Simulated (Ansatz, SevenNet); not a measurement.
Elastic constant C44 (GPa) of 36 elemental solids other than molecular ones, computed with the machine-learned potential SevenNet-l3i5 (trained on PBE and PBE+U data) and with PBE (PAW; Ansatz, a program for electronic structure). The set holds measured phases with no doubt noted on the run or the magnetic state but for the caveats below. 7 more of the class have both values but aren't in it, for one of these reasons: built or high-temperature cells, doubts on the run or the magnetic state, unlike cells, values of zero, layered or molecular crystals. Solids without a value at one level (not run, failed, or a magnetic order lost), or held back for tests, aren't counted.

Every twentieth of the way through the set, in order of the shift (worked out from unrounded values):

```json
[
 {"solid": "bcc Ba", "SevenNet-l3i5": "28.6", "PBE": "10.4", "shift (%)": "-63"},
 {"solid": "hcp Sc", "SevenNet-l3i5": "37.9", "PBE": "29.6", "shift (%)": "-22"},
 {"solid": "fcc Sr", "SevenNet-l3i5": "11.2", "PBE": "9.95", "shift (%)": "-11.2"},
 {"solid": "hcp Zr", "SevenNet-l3i5": "25.5", "PBE": "26.6", "shift (%)": "+4.0"},
 {"solid": "fcc Ni", "SevenNet-l3i5": "124", "PBE": "133", "shift (%)": "+7.6"},
 {"solid": "fcc Rh", "SevenNet-l3i5": "147", "PBE": "185", "shift (%)": "+25"},
 {"solid": "fcc Cu", "SevenNet-l3i5": "63.0", "PBE": "80.6", "shift (%)": "+28"},
 {"solid": "fcc Ca", "SevenNet-l3i5": "10.8", "PBE": "14.6", "shift (%)": "+35"},
 {"solid": "fcc Ir", "SevenNet-l3i5": "162", "PBE": "256", "shift (%)": "+57"},
 {"solid": "hcp Lu", "SevenNet-l3i5": "18.5", "PBE": "30.7", "shift (%)": "+66"},
 {"solid": "hcp Hf", "SevenNet-l3i5": "30.5", "PBE": "53.8", "shift (%)": "+77"},
 {"solid": "fcc Al", "SevenNet-l3i5": "15.6", "PBE": "27.7", "shift (%)": "+78"},
 {"solid": "hcp Co", "SevenNet-l3i5": "52.5", "PBE": "98.3", "shift (%)": "+87"},
 {"solid": "white tin (β-Sn)", "SevenNet-l3i5": "8.23", "PBE": "19.4", "shift (%)": "+135"},
 {"solid": "hcp Os", "SevenNet-l3i5": "105", "PBE": "258", "shift (%)": "+144"},
 {"solid": "hcp Tc", "SevenNet-l3i5": "52.5", "PBE": "137", "shift (%)": "+161"},
 {"solid": "double-hcp La", "SevenNet-l3i5": "5.43", "PBE": "14.8", "shift (%)": "+173"},
 {"solid": "hcp Zn", "SevenNet-l3i5": "10.5", "PBE": "32.1", "shift (%)": "+205"},
 {"solid": "α-phase Ga", "SevenNet-l3i5": "10.8", "PBE": "35.9", "shift (%)": "+231"},
 {"solid": "fcc Au", "SevenNet-l3i5": "8.58", "PBE": "30.3", "shift (%)": "+252"},
 {"solid": "hcp Tl", "SevenNet-l3i5": "0.73", "PBE": "7.22", "shift (%)": "+887"}
]
```

The shift from SevenNet-l3i5 to PBE has a median of +72 %, and eight in ten lie between -15.8 % and +220 %; PBE is the larger in 31 of 36. Each level is at its own cell, so the shift holds the change of volume too.

Ansatz's runs of these crystals have no spin polarisation, but for bcc Fe, hcp Co, fcc Ni.

Density-functional runs with spin start from parallel moments for bcc Fe, parallel moments for hcp Co, parallel moments for fcc Ni.

Spin–orbit coupling is left out, also for the solids with elements from indium on (body-centred tetragonal In, fcc Pt, hcp Os, bcc Ba, white tin (β-Sn), double-hcp La, hcp Tl, fcc Ir, hcp Re, hcp Hf and 3 more); its size isn't shown.

Each level is taken at its own relaxed cell. Ansatz's density-functional and Hartree–Fock values are scalar-relativistic unless marked +SOC, with PAW data made under PBE.
